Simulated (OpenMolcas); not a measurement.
**One shape, several levels: OH (SMILES [OH])**

Wanted: a comparison of 6 runs (UHF/6-31G, U-r2SCAN/6-31G, UB3LYP/6-31G, UPBE/6-31G, UPBE0/6-31G, USVWN5/6-31G) of OH. 

Program for the calculation: OpenMolcas 26.06.

1 further run of the same task is left out (it didn't finish).

## 1. The structure to begin with

OH: 2 atoms, total charge 0, spin state doublet. SMILES: `[OH]`. The O1–H2 distance was set to 2.433 Å, away from the relaxed value.

## 2. The energy at UHF/6-31G (run 1)

The input, coord.xyz:

```xyz
2

O      1.663539    -0.532606     0.858210
H     -0.415880     0.133150    -0.214550
```

The input, run.inp:

```
&GATEWAY
 BasLib = $CurrDir
 Coord = coord.xyz
 Basis = 6-31G
 Group = NoSym

&SEWARD

&SCF
 UHF
 Spin = 2
 Thresholds = 1e-10 1e-07 1e-07 1e-05
 PrOrbitals = 1 1
```

The basis set 6-31G is read from a file made from the Basis Set Exchange's data (not shown).

The run is started by

```bash
export MOLCAS_MEM=1860
pymolcas run.inp > run.log
```

Standard output:

```text
--- Start Module: gateway ---
[...]
--- Stop Module: gateway /rc=_RC_ALL_IS_WELL_ ---
--- Start Module: seward ---
[...]
      Basis functions           11
--- Stop Module: seward /rc=_RC_ALL_IS_WELL_ ---
--- Start Module: scf ---
[...]
       Convergence after  15 Iterations
[...]
::    Total SCF energy                                -75.2788874809
[...]
      Total spin, S                                     0.9080296269
[...]
      Total electronic charge=    9.000000
      Total            charge=   -0.000000
[...]
      Dipole Moment (debye):
      Origin of the operator (angstrom)=    1.5403   -0.4931    0.7946
                   X= -3.8942E-02               Y=  1.2468E-02               Z= -2.0090E-02           Total=  4.5558E-02
      Quadrupole Moment (debye*angstrom):
[...]
--- Stop Module: scf /rc=_RC_ALL_IS_WELL_ ---
[...]
```

Run time: 1.5 s. Hardware: 1 thread of Arm Neoverse V2, shared host; peak memory 0.37 GiB.

## 3. The energy at U-r2SCAN/6-31G (run 2)

coord.xyz is that of step 2.

The input, run.inp:

```
* HO Kohn-Sham DFT

&GATEWAY
 BASLIB=$CurrDir
 COORD=coord.xyz
 BASIS=6-31G
 GROUP=NoSym

&SEWARD
 GRIDINPUT
 Grid=UltraFine
 End of Grid

&SCF
 UHF
 SPIN=2
 KSDFT=2
 1.0 MGGA_X_R2SCAN
 1.0 MGGA_C_R2SCAN
 THRESHOLDS=1e-10 1e-07 1e-07 1e-05
 PRORBITALS=1 1
```

The basis set 6-31G is read from a file made from the Basis Set Exchange's data (not shown).

The run is started by

```bash
export MOLCAS_MEM=1860
pymolcas run.inp > run.log
```

Standard output:

```text
--- Start Module: gateway ---
[...]
--- Stop Module: gateway /rc=_RC_ALL_IS_WELL_ ---
--- Start Module: seward ---
[...]
      Basis functions           11
--- Stop Module: seward /rc=_RC_ALL_IS_WELL_ ---
--- Start Module: scf ---
[...]
       Convergence after  28 Iterations
[...]
::    Total KS-DFT energy                             -75.5259376967
[...]
      Total spin, S                                     0.8758259533
[...]
      Total electronic charge=    9.000000
      Total            charge=   -0.000000
[...]
      Dipole Moment (debye):
      Origin of the operator (angstrom)=    1.5403   -0.4931    0.7946
                   X= -4.6894E-01               Y=  1.5014E-01               Z= -2.4192E-01           Total=  5.4861E-01
      Quadrupole Moment (debye*angstrom):
[...]
--- Stop Module: scf /rc=_RC_ALL_IS_WELL_ ---
[...]
```

Run time: 6 s. Hardware: 1 thread of Arm Neoverse V2, shared host; peak memory 0.37 GiB.

Run 3 isn't shown in full; the table further down has it.

## 4. A single-point energy at UPBE/6-31G (run 4)

coord.xyz is that of step 3.

The input, run.input:

```
&GATEWAY
 BasLib=$CurrDir
 Coord=coord.xyz
 Basis=6-31G
 Group=NoSym

&SEWARD
 GridInput
 Grid=UltraFine
 End of Grid

&SCF
 UHF
 Spin=2
 KSDFT=PBE
 Thresholds=1e-10 1e-07 1e-07 1e-05
 PrOrbitals=1 1
```

The basis set 6-31G is read from a file made from the Basis Set Exchange's data (not shown).

The run is started by

```bash
export MOLCAS_MEM=1860
pymolcas run.input > run.log
```

Standard output:

```text
--- Start Module: gateway ---
[...]
--- Stop Module: gateway /rc=_RC_ALL_IS_WELL_ ---
--- Start Module: seward ---
[...]
      Basis functions           11
--- Stop Module: seward /rc=_RC_ALL_IS_WELL_ ---
--- Start Module: scf ---
[...]
       Convergence after  14 Iterations
[...]
::    Total KS-DFT energy                             -75.4672945268
[...]
      Total spin, S                                     0.9145293802
[...]
      Total electronic charge=    9.000000
      Total            charge=   -0.000000
[...]
      Dipole Moment (debye):
      Origin of the operator (angstrom)=    1.5403   -0.4931    0.7946
                   X=  1.3888E-01               Y= -4.4463E-02               Z=  7.1645E-02           Total=  1.6247E-01
      Quadrupole Moment (debye*angstrom):
[...]
--- Stop Module: scf /rc=_RC_ALL_IS_WELL_ ---
[...]
```

Run time: 2.9 s. Hardware: 1 thread of Arm Neoverse V2, shared host; peak memory 0.37 GiB.

Run 5 isn't shown in full; the table further down has it.

## 5. The energy at USVWN5/6-31G (run 6)

coord.xyz is that of step 4.

The input, run.inp:

```
>>> EXPORT MOLCAS_PRINT=2
&GATEWAY
BASLIB
$CurrDir
COORD
coord.xyz
BASIS
6-31G
GROUP
NoSym
&SEWARD
GRIDINPUT
Grid=UltraFine
End of Grid
&SCF
UHF
SPIN
2
KSDFT
SVWN5
THRESHOLDS
1e-10 1e-07 1e-07 1e-05
PRORBITALS
1 1
```

The basis set 6-31G is read from a file made from the Basis Set Exchange's data (not shown).

The run is started by

```bash
export MOLCAS_MEM=1860
pymolcas run.inp > run.log
```

Standard output:

```text
--- Start Module: gateway ---
[...]
--- Stop Module: gateway /rc=_RC_ALL_IS_WELL_ ---
--- Start Module: seward ---
[...]
      Basis functions           11
--- Stop Module: seward /rc=_RC_ALL_IS_WELL_ ---
--- Start Module: scf ---
[...]
       Convergence after  14 Iterations
[...]
::    Total KS-DFT energy                             -74.9619977800
[...]
      Total spin, S                                     0.9147131675
[...]
      Total electronic charge=    9.000000
      Total            charge=   -0.000000
[...]
      Dipole Moment (debye):
      Origin of the operator (angstrom)=    1.5403   -0.4931    0.7946
                   X= -5.4826E+00               Y=  1.7553E+00               Z= -2.8284E+00           Total=  6.4140E+00
      Quadrupole Moment (debye*angstrom):
[...]
--- Stop Module: scf /rc=_RC_ALL_IS_WELL_ ---
[...]
```

It took 2.6 s on 1 thread of Arm Neoverse V2, shared host; peak memory 0.37 GiB.

## 6. Overview of the runs

```tsv
run	level	integration grid	energy (Eh)	dipole moment (D)	HOMO energy (eV)	LUMO energy (eV)	wall time
1	UHF/6-31G	–	-75.278887	0.05	-13.66	2.59	1.5 s
2	U-r2SCAN/6-31G	UltraFine	-75.525938	0.55	-6.98	-4.82	6 s
3	UB3LYP/6-31G	UltraFine	-75.565235	0.52	-8.29	-4.23	3.6 s
4	UPBE/6-31G	UltraFine	-75.467295	0.16	-6.21	-6.03	2.9 s
5	UPBE0/6-31G	UltraFine	-75.486449	0.40	-8.67	-3.58	3 s
6	USVWN5/6-31G	UltraFine	-74.961998	6.41	-6.73	-6.73	2.6 s
```

## 7. What came out

| quantity | value |
| --- | --- |
| run 6: total energy | -74.96200 Eh |
| run 6: dipole moment | 6.41 D |
| run 6: HOMO energy (highest over α and β) | -6.73 eV |
| run 6: LUMO energy (lowest over α and β) | -6.73 eV |
| run 6: ⟨S²⟩ | 1.751 |

What this shows: The dipole moment (its size) runs from 0.05 D (UHF/6-31G) to 6.41 D (USVWN5/6-31G). So wide a spread suggests that the runs ended on unlike SCF solutions, not only an effect of the method. Totals of different functionals can't be ranked against each other. Spin contamination of the reference: run 6 ⟨S²⟩ = 1.75, run 4 ⟨S²⟩ = 1.75, run 1 ⟨S²⟩ = 1.73, run 5 ⟨S²⟩ = 1.68, run 3 ⟨S²⟩ = 1.65, run 2 ⟨S²⟩ = 1.64. Where it is this large, the reference is a mixture of spin states, and values that rest on it are in doubt. All runs together took 20 s, the longest 6 s.
